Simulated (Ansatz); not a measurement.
Calculated with Ansatz (gas phase, PBE0-D4/def2-TZVP geometries, no zero-point term in ΔE). CBS: MP2 limit from def2 TZ/QZ plus the TZ coupled-cluster correction, frozen cores. This one scheme is used for every species. DFT in def2-TZVPP. HSE06 is defined as in plane-wave codes.

Consider the ligand exchange at the Si–C bond: `[SiH3]C=S` + `BO` → `BO[SiH3]` + `C=S`.

CCSD(T)/CBS gives -83.4 kJ/mol.

Problem. Another level gave -83.8 kJ/mol. Which?
A. HSE06-D4/def2-TZVPP
B. ωB97X-V/def2-TZVPP
C. CAM-B3LYP-D4/def2-TZVPP
D. LDA (SPW92)/def2-TZVPP

Solution. B. ωB97X-V -83.8, LDA (SPW92) -66.3, CAM-B3LYP-D4 -88.0, HSE06-D4 -73.3 kJ/mol.

Largest T1 diagnostic among the species: 0.016.

From r2SCAN to r2SCAN0 (25 % exact exchange), in def2-TZVPP and without D4, ΔE moves by −3.5 kJ/mol. At CCSD(T), def2-SVP lies +9.5 kJ/mol from the extrapolated value and def2-TZVPP −0.7 kJ/mol. In def2-TZVPP, CCSD(T) changes the Hartree–Fock value by +21.5 kJ/mol (the triples alone add +3.6 kJ/mol) and MP2 by +21.0 kJ/mol.
